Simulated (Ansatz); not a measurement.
Problem. Name a neutral molecule of C, F, S and H with LUMO energy (PBE0/def2-TZVPP) between -0.60 and -0.30 eV and HOMO energy (ωB97M-V/def2-TZVPP) between -9.80 and -9.50 eV (Ansatz, PBE0-D4/def2-TZVP geometry).

Solution. `C=CC(F)S` (-0.34 eV, -9.63 eV); `FC(S)S` (-0.33 eV, -9.63 eV). Other molecules can fit too; these were computed, each in one conformer that needn't be the lowest.
